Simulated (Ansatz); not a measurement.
## C$_{2}$H$_{3}$F, singlet: the ladder up to full CI

Geometry: MP2(full)/6-31G*, from the G2/97 set.

```yaml
atoms:
  - { symbol: C, position_ang: [0.0933, 0.4598, 0.0000] }
  - { symbol: C, position_ang: [1.2853, -0.1230, 0.0000] }
  - { symbol: F, position_ang: [-1.0556, -0.2562, 0.0000] }
  - { symbol: H, position_ang: [-0.0931, 1.5279, 0.0000] }
  - { symbol: H, position_ang: [1.3847, -1.2007, 0.0000] }
  - { symbol: H, position_ang: [2.1773, 0.4884, 0.0000] }
```

Basis STO-3G; Ansatz 0.2.0. Correlated methods freeze the noble-gas cores, which leaves 18 electrons in 15 orbitals. R marks a restricted (for open shells ROHF) determinant, U an unrestricted one. Active spaces: frontier = (8e, 8o) about the gap.

Full CI is exact within this basis and frozen core; it isn't the basis-set limit. The frozen core follows each run's orbitals, which can shift R against U totals by a few meV.

Unrestricted rows (U) aren't spin-pure: their determinants' ⟨S²⟩ exceeds S(S+1) by up to 0.24, so they mix in states of higher spin.

The UHF ⟨S²⟩ is 0.242. The T1 diagnostic (RCCSD) is 0.0077 and the largest doubles amplitude (RCCSD) is 0.195.

| level | E − E(RHF) (eV) |
| --- | --- |
| UHF | -0.0758 |
| RMP2 | -3.6746 |
| RCCSD | -4.7332 |
| RCCSD(T) | -4.8058 |

Task: Estimate how far full CI in STO-3G lies from RCCSD(T). The table doesn't fix it; the size of (T) and the diagnostics are the guide.

Result: Full CI in STO-3G lies 2.4 kJ/mol below RCCSD(T), which is 34 % of the (T) step (-7.0 kJ/mol). A doubles amplitude is large, RHF is unstable towards spin polarisation, and the rest is a large part of (T).

The other levels:

```tsv
level	E − E(full CI) (kJ/mol)	share of correlation (%)	wall time
CISD	40.7	91.27	0.34 s
BCCD(T)	2.4	99.48	0.34 s
RCCSDT	1.1	99.76	–
CISDTQ	1.6	99.65	1.5 s
RCCSDT(Q)	0.0	99.99	1 s
RCCSDTQ	0.0	100.00	13 s
CASSCF (frontier space)	170.4	63.44	–
NEVPT2 (frontier space)	52.4	88.75	3.7 s
MRCISD (frontier space)	6.7	98.57	–
MRCISD+Q (frontier space)	0.4	99.92	4.5 s
MRCISD+Q(relaxed) (frontier space)	-0.7	100.14	5.5 s
```

The correlation energy at full CI, counted from RHF, is -4.831 eV. That run took 11 s on 2 threads of AMD EPYC 7R13 with a shared H100 80 GB, shared host over 12,542,497 determinants.

Times hold each run's SCF and search for its determinant on a shared host, so for small cases they say little of a method's own cost; they ran on 1 thread of AMD EPYC 7R13.

Not variational, and here over 5 meV under the exact energy: MRCISD+Q(relaxed) (frontier space).

The full-CI state has the irrep A' of Cs, in the program's axes.

Natural occupations of full CI about the gap: 1.979 1.977 1.975 1.965 1.892 0.116 0.038 0.025 0.024 0.019; effectively unpaired electrons, Σ n²(2−n)², 0.11.

Atomization energy (electronic, same basis, no zero-point term; atoms at the same level, unrestricted beside the R rows where the molecule is a closed shell, with restricted open-shell steps beyond CCSDT(Q)) at full CI: 2326.4 kJ/mol. Errors of other levels:

| level | error (kJ/mol) |
| --- | --- |
| RHF | -359.9 |
| UHF | -352.6 |
| RMP2 | -57.0 |
| CISD | -40.7 |
| RCCSD | -9.4 |
| RCCSD(T) | -2.4 |
| BCCD(T) | -2.4 |
| RCCSDT | -1.1 |
| CISDTQ | -1.6 |
| RCCSDT(Q) | -0.1 |
| RCCSDTQ | 0.0 |

This basis is far from its limit, so the value isn't to be set against a measured one. Truncated CI isn't size-consistent, which counts against it in atomization.
